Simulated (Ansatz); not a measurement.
# CH3F+ (doublet): energies up the ladder, part 2 of 2

The task, for CH3F+ (doublet): energies up the ladder. Charge +1. Spin multiplicity 2.

Ansatz 0.2.0, Gaussian bases. Earlier steps stand in the parts before.

## (6) Single point, r2SCAN-D4/def2-TZVPP

input.yaml

```yaml
crystal:
  periodic: [false, false, false]
  atoms:
    - { symbol: C, position_ang: [-0.60977724, 0.22682163, 0.01696801] }
    - { symbol: F, position_ang: [0.62786206, -0.07258564, -0.06018651] }
    - { symbol: H, position_ang: [-1.08624667, -0.21979385, 0.99093583] }
    - { symbol: H, position_ang: [-0.90715014, 1.22865796, -0.28553242] }
    - { symbol: H, position_ang: [-1.27815802, -0.67404011, -0.32482491] }
magnetization:
  spin_polarized: true
  initial_magnetization: 1
total_charge: 1
basis:
  gaussian: { orbitals: def2-TZVPP }
hamiltonian:
  xc: r2scan
  dispersion: d4
```

Launch:

```console
$ ansatz run input.yaml --threads 2 --pin off --max-ram 5120MiB --backend cpu --events-out ev --progress --plain --runs-dir out
```

What it wrote:

```text
Warning: RAYON_NUM_THREADS=2 ignored (pool sized by the plan → 2); use --threads N
Engine: ansatz 0.2.0, x86_64-unknown-linux-gnu
Functional definition: r2SCAN
  parameter k0 = 0.174
  parameter k1 = 0.065
  parameter a1 = 4.9479
  exchange = r2scan_x(k0 = k0, k1 = k1, a1 = a1)
  correlation = r2scan_c
513 factors; their error is unknown
mean field evaluation 1: about -3781.3497 eV, gradient 5.3e1 eV
mean field evaluation 2: about -3754.6326 eV, gradient 1.0e2 eV
mean field evaluation 4: about -3789.9141 eV, gradient 7.3e0 eV
mean field evaluation 8: about -3790.1024 eV, gradient 2.9e-1 eV
mean field evaluation 16: about -3790.1026 eV, gradient 2.7e-5 eV
mean field -3790.10264095 eV, -139.2837030311 hartree, gradient 2.7e-5 eV, S^2 0.754159; 0 other end points of the search recorded, 0 dependent functions left out
reference -3790.10264922 eV, -139.2837033348 hartree; 9, 8 occupied and 95, 96 virtual orbitals, 513 factors
Total energy: -3790.10713693 eV, -139.2838682555 hartree
```

It took 2.6 s on 2 threads of Intel Xeon Platinum 8175M at 2.50GHz (Skylake/Cascade Lake), shared host; peak memory 0.18 GiB.

## (7) Single point, B3LYP-D4/def2-TZVPP

Edit input.yaml of step 6 so:

```diff
@@ -15,3 +15,3 @@
 hamiltonian:
-  xc: r2scan
+  xc: { name: B3LYP }
   dispersion: d4
```

Launch:

```console
$ ansatz run input.yaml --threads 2 --pin off --max-ram 5120MiB --backend cpu --events-out ev --progress --plain --runs-dir out
```

What it wrote:

```text
Warning: RAYON_NUM_THREADS=2 ignored (pool sized by the plan → 2); use --threads N
[... 1 set-up line as earlier in the session ...]
Functional definition: B3LYP
  parameter a0 = 0.2
  parameter ax = 0.72
  parameter ac = 0.81
  exchange = (1 - a0 - ax)*slater_x + ax*b88_x + a0*exact_x
  correlation = (1 - ac)*vwn_rpa_c + ac*lyp_c
513 factors; their error is unknown
mean field evaluation 1: about -3783.3097 eV, gradient 5.3e1 eV
mean field evaluation 2: about -3762.0297 eV, gradient 9.5e1 eV
mean field evaluation 4: about -3791.8090 eV, gradient 5.8e0 eV
mean field evaluation 8: about -3791.9382 eV, gradient 2.6e-1 eV
mean field evaluation 16: about -3791.9383 eV, gradient 3.6e-5 eV
mean field -3791.93833456 eV, -139.3511635268 hartree, gradient 3.6e-5 eV, S^2 0.753217; 0 other end points of the search recorded, 0 dependent functions left out
reference -3791.93849997 eV, -139.3511696057 hartree; 9, 8 occupied and 95, 96 virtual orbitals, 513 factors
Total energy: -3791.96910627 eV, -139.3522943665 hartree
```

Wall time 1.6 s (2 threads of Intel Xeon Platinum 8175M at 2.50GHz (Skylake/Cascade Lake), shared host); peak memory 0.15 GiB.

## (8) Single point, wB97M-V/def2-TZVPP

Edit input.yaml of step 7 so:

```diff
@@ -15,3 +15,2 @@
 hamiltonian:
-  xc: { name: B3LYP }
-  dispersion: d4
+  xc: { name: wB97M-V }
```

Launch:

```console
$ ansatz run input.yaml --threads 2 --pin off --max-ram 5120MiB --backend cpu --events-out ev --progress --plain --runs-dir out
```

What it wrote (excerpt; [...] marks lines left out):

```text
Warning: RAYON_NUM_THREADS=2 ignored (pool sized by the plan → 2); use --threads N
[...]
Functional definition: wB97M-V
[...]
  gx(w, u) = 1 - cx + cx01*u + cx10*w
  gss(w, u) = css00 + css04*u^4 + css10*w + css20*w^2 + css43*w^4*u^3
  gos(w, u) = cos00 + cos10*w + (cos20 + cos21*u)*w^2 + (cos60 + cos61*u)*w^6
[...]
      + integral(e_c_pw_mod_opposite_spin*gos(b97_w_opposite, b97_u_opposite)) + vv10(b, c)
513 factors; their error is unknown
129 factors; integrals over basis functions are off by at most 1.5e-5 eV
[...]
mean field -3790.32096948 eV, -139.2917264567 hartree, gradient 5.8e-5 eV, S^2 0.752407; 0 other end points of the search recorded, 0 dependent functions left out
reference -3790.32099800 eV, -139.2917275046 hartree; 9, 8 occupied and 95, 96 virtual orbitals, 513 factors
Total energy: -3790.32099800 eV, -139.2917275046 hartree
```

It took 4.6 s on 2 threads of Intel Xeon Platinum 8175M at 2.50GHz (Skylake/Cascade Lake), shared host; peak memory 0.23 GiB.

## (9) Single point, B2PLYP/def2-TZVPP

Edit input.yaml of step 8 so:

```diff
@@ -15,2 +15,2 @@
 hamiltonian:
-  xc: { name: wB97M-V }
+  xc: { name: B2PLYP }
```

Launch:

```console
$ ansatz run input.yaml --threads 2 --pin off --max-ram 5120MiB --backend cpu --events-out ev --progress --plain --runs-dir out
```

What it wrote (excerpt; [...] marks lines left out):

```text
Warning: RAYON_NUM_THREADS=2 ignored (pool sized by the plan → 2); use --threads N
[...]
Functional definition: B2PLYP
[...]
629 factors; integrals over basis functions are off by at most 9.3e-4 eV
[...]
mean field -3785.64118083 eV, -139.1197473957 hartree, gradient 8.1e-6 eV, S^2 0.756585; 0 other end points of the search recorded, 0 dependent functions left out
2 core orbitals not correlated: weight in the atoms' cores, before any rotation towards them, 1.000 or more for the frozen orbitals, at most 0.000 for the correlated occupied ones
reference -3785.64128565 eV, -139.1197512479 hartree; 7, 6 occupied and 95, 96 virtual orbitals, 629 factors
second order -13.34704848 eV of doubles, -0.00000000 eV of singles
Total energy: -3789.24498874 eV, -139.2521848938 hartree
```

Wall time 2.5 s (2 threads of Intel Xeon Platinum 8175M at 2.50GHz (Skylake/Cascade Lake), shared host); peak memory 0.17 GiB.

## (10) Single point, LDA/def2-TZVPP

Edit input.yaml of step 9 so:

```diff
@@ -15,2 +15,2 @@
 hamiltonian:
-  xc: { name: B2PLYP }
+  xc: lda
```

Launch:

```console
$ ansatz run input.yaml --threads 2 --pin off --max-ram 5120MiB --backend cpu --events-out ev --progress --plain --runs-dir out
```

What it wrote:

```text
Warning: RAYON_NUM_THREADS=2 ignored (pool sized by the plan → 2); use --threads N
[... 1 set-up line as earlier in the session ...]
Functional definition: SPW92
  exchange = slater_x
  correlation = pw_c
513 factors; their error is unknown
mean field evaluation 1: about -3753.4800 eV, gradient 5.7e1 eV
mean field evaluation 2: about -3709.6401 eV, gradient 1.2e2 eV
mean field evaluation 4: about -3763.2954 eV, gradient 1.6e1 eV
mean field evaluation 8: about -3764.1110 eV, gradient 2.5e-1 eV
mean field evaluation 16: about -3764.1111 eV, gradient 1.8e-5 eV
mean field -3764.11112307 eV, -138.3285323667 hartree, gradient 1.8e-5 eV, S^2 0.751020; 3 other end points of the search recorded, 0 dependent functions left out
reference -3764.11114684 eV, -138.3285332401 hartree; 9, 8 occupied and 95, 96 virtual orbitals, 513 factors
Total energy: -3764.11114684 eV, -138.3285332401 hartree
```

Wall time 1.4 s (2 threads of Intel Xeon Platinum 8175M at 2.50GHz (Skylake/Cascade Lake), shared host); peak memory 0.15 GiB.

## (11) Single point, PBE0-D4/def2-SVP

Edit input.yaml of step 10 so:

```diff
@@ -13,4 +13,5 @@
 basis:
-  gaussian: { orbitals: def2-TZVPP }
+  gaussian: { orbitals: def2-SVP }
 hamiltonian:
-  xc: lda
+  xc: pbe0
+  dispersion: d4
```

Launch:

```console
$ ansatz run input.yaml --threads 2 --pin off --max-ram 5120MiB --backend cpu --events-out ev --progress --plain --runs-dir out
```

What it wrote:

```text
Warning: RAYON_NUM_THREADS=2 ignored (pool sized by the plan → 2); use --threads N
[... 2 set-up lines as earlier in the session ...]
  parameter a = 0.25
[... 2 set-up lines as earlier in the session ...]
  exchange = (1 - a)*pbe_x(kappa = kappa, mu = beta*pi^2/3) + a*exact_x
[... 1 set-up line as earlier in the session ...]
433 factors; integrals over basis functions are off by at most 1.5e-3 eV
mean field evaluation 1: about -3776.6923 eV, gradient 4.3e1 eV
mean field evaluation 2: about -3764.9465 eV, gradient 7.3e1 eV
mean field evaluation 4: about -3783.1867 eV, gradient 3.1e0 eV
mean field evaluation 8: about -3783.3565 eV, gradient 1.6e-1 eV
mean field evaluation 16: about -3783.3567 eV, gradient 1.6e-4 eV
mean field -3783.35668381 eV, -139.0357936789 hartree, gradient 3.8e-5 eV, S^2 0.753055; 0 other end points of the search recorded, 0 dependent functions left out
reference -3783.35669705 eV, -139.0357941655 hartree; 9, 8 occupied and 34, 35 virtual orbitals, 433 factors
Total energy: -3783.37211842 eV, -139.0363608904 hartree
```

It took 0.92 s on 2 threads of Intel Xeon Platinum 8175M at 2.50GHz (Skylake/Cascade Lake), shared host; peak memory 0.11 GiB.

## (12) Single point, PBE-D4/def2-SVP

Edit input.yaml of step 11 so:

```diff
@@ -15,3 +15,3 @@
 hamiltonian:
-  xc: pbe0
+  xc: pbe
   dispersion: d4
```

Launch:

```console
$ ansatz run input.yaml --threads 2 --pin off --max-ram 5120MiB --backend cpu --events-out ev --progress --plain --runs-dir out
```

What it wrote (excerpt; [...] marks lines left out):

```text
Warning: RAYON_NUM_THREADS=2 ignored (pool sized by the plan → 2); use --threads N
[... 6 set-up lines as earlier in the session ...]
480 factors; their error is unknown
mean field evaluation 1: about -3774.4871 eV, gradient 4.9e1 eV
mean field evaluation 2: about -3736.5175 eV, gradient 1.1e2 eV
mean field evaluation 4: about -3782.7328 eV, gradient 1.3e1 eV
mean field evaluation 8: about -3783.3909 eV, gradient 2.2e-1 eV
mean field evaluation 16: about -3783.3665 eV, gradient 1.8e-5 eV
mean field -3783.36650459 eV, -139.0361545857 hartree, gradient 1.8e-5 eV, S^2 0.751601; 0 other end points of the search recorded, 0 dependent functions left out
reference -3783.36652279 eV, -139.0361552545 hartree; 9, 8 occupied and 34, 35 virtual orbitals, 480 factors
Total energy: -3783.38565119 eV, -139.0368582102 hartree
```

Wall time 0.82 s (2 threads of Intel Xeon Platinum 8175M at 2.50GHz (Skylake/Cascade Lake), shared host); peak memory 0.11 GiB.

## (13) Single point, CCSD(T)/def2-TZVPP

Edit input.yaml of step 12 so:

```diff
@@ -13,5 +13,6 @@
 basis:
-  gaussian: { orbitals: def2-SVP }
-hamiltonian:
-  xc: pbe
-  dispersion: d4
+  gaussian: { orbitals: def2-TZVPP }
+correlation:
+  method: ccsd_t
+scf:
+  omitted_lower_state_checks: [cluster_reference]
```

Launch:

```console
$ ansatz run input.yaml --threads 2 --pin off --max-ram 5120MiB --backend cpu --events-out ev --progress --plain --runs-dir out
```

What it wrote (excerpt; [...] marks lines left out):

```text
Warning: RAYON_NUM_THREADS=2 ignored (pool sized by the plan → 2); use --threads N
[...]
Functional definition: HF
[...]
629 factors; integrals over basis functions are off by at most 9.3e-4 eV
[...]
mean field -3773.24908482 eV, -138.6643462669 hartree, gradient 2.1e-6 eV, S^2 0.761305; 0 other end points of the search recorded, 0 dependent functions left out
2 core orbitals not correlated: weight in the atoms' cores, before any rotation towards them, 1.000 or more for the frozen orbitals, at most 0.000 for the correlated occupied ones
reference -3773.24908482 eV, -138.6643462669 hartree; 7, 6 occupied and 95, 96 virtual orbitals, 629 factors
second order -11.06785304 eV of doubles, -0.00000000 eV of singles
cycle   1  -11.13943223 eV  change   -7.2e-2 eV  update   8.4e-2
[...]
cycle  11  -11.51100369 eV  change   -1.1e-5 eV  update   4.6e-6
perturbative correction -0.37870573 eV, -0.0139171788 hartree
Total energy: -3785.13879424 eV, -139.1012850291 hartree
Checks for a lower state left out: cluster_reference
```

Wall time 7 s (2 threads of Intel Xeon Platinum 8175M at 2.50GHz (Skylake/Cascade Lake), shared host); peak memory 0.58 GiB.

## (14) Single point, CCSD(T)/def2-QZVPP

Edit input.yaml of step 13 so:

```diff
@@ -13,3 +13,3 @@
 basis:
-  gaussian: { orbitals: def2-TZVPP }
+  gaussian: { orbitals: def2-QZVPP.json }
 correlation:
```

Launch:

```console
$ ansatz run input.yaml --threads 2 --pin off --max-ram 5120MiB --backend cpu --events-out ev --progress --plain --runs-dir out
```

What it wrote (excerpt; [...] marks lines left out):

```text
Warning: RAYON_NUM_THREADS=2 ignored (pool sized by the plan → 2); use --threads N
[...]
[... 1 set-up line as earlier in the session ...]
[...]
1235 factors; integrals over basis functions are off by at most 1.1e-3 eV
[...]
mean field -3773.42694626 eV, -138.6708825543 hartree, gradient 1.9e-6 eV, S^2 0.761519; 0 other end points of the search recorded, 0 dependent functions left out
2 core orbitals not correlated: weight in the atoms' cores, before any rotation towards them, 1.000 or more for the frozen orbitals, at most 0.000 for the correlated occupied ones
reference -3773.42694626 eV, -138.6708825543 hartree; 7, 6 occupied and 195, 196 virtual orbitals, 1235 factors
second order -11.97462665 eV of doubles, -0.00000000 eV of singles
cycle   1  -11.93317635 eV  change    4.1e-2 eV  update   8.3e-2
[...]
cycle  11  -12.30882758 eV  change   -9.3e-6 eV  update   4.7e-6
perturbative correction -0.43262112 eV, -0.0158985331 hartree
Total energy: -3786.16839497 eV, -139.1391221579 hartree
Checks for a lower state left out: cluster_reference
```

Run time: 59 s. Hardware: 2 threads of Intel Xeon Platinum 8175M at 2.50GHz (Skylake/Cascade Lake), shared host; peak memory 4.2 GiB.

## (15) Extrapolation to the basis-set limit

CCSD(T)/CBS estimate, frozen core: CCSD(T) correlation extrapolated, from def2-TZVPP and def2-QZVPP: mean field -3773.4514 eV, total -3786.8238 eV. The exponents are 7.88 (mean field) and 2.97 (correlation).

## (16) Geometries side by side

```csv
level,C1–F2 (Å),rotational constants (MHz),highest frequency (cm⁻¹),CPU time
PBE0-D4/def2-TZVPP,1.2757,"152840, 29455, 27356",3200,32 s
```

Constants are for the commonest isotopes at the equilibrium geometry; times are CPU times of the relaxations.

## (17) Total energies

```csv
level,energy (eV),CPU time
PBE-D4/def2-TZVPP,-3787.9373,2.7 s
r2SCAN-D4/def2-TZVPP,-3790.1071,4.7 s
B3LYP-D4/def2-TZVPP,-3791.9691,3 s
wB97M-V/def2-TZVPP,-3790.3210,8.7 s
B2PLYP/def2-TZVPP,-3789.2450,4.8 s
LDA/def2-TZVPP,-3764.1111,2.6 s
PBE0-D4/def2-SVP,-3783.3721,1.6 s
PBE-D4/def2-SVP,-3783.3857,1.5 s
CCSD(T)/def2-TZVPP,-3785.1388,13 s
CCSD(T)/def2-QZVPP,-3786.1684,1.9 min
CCSD(T)/CBS,-3786.8238,-
```

## (18) Results

This closing draws on all 2 parts.

| quantity | value |
| --- | --- |
| C1–F2 at PBE0-D4/def2-TZVPP | 1.276 Å |
| frequencies at PBE0-D4/def2-TZVPP | 793 to 3200 cm⁻¹ |
| energy at CCSD(T)/CBS | -3786.824 eV |

What this shows: No mode is imaginary, so the geometry is a minimum. These totals serve in differences with atoms or fragments at the same level; alone they don't rank the methods.
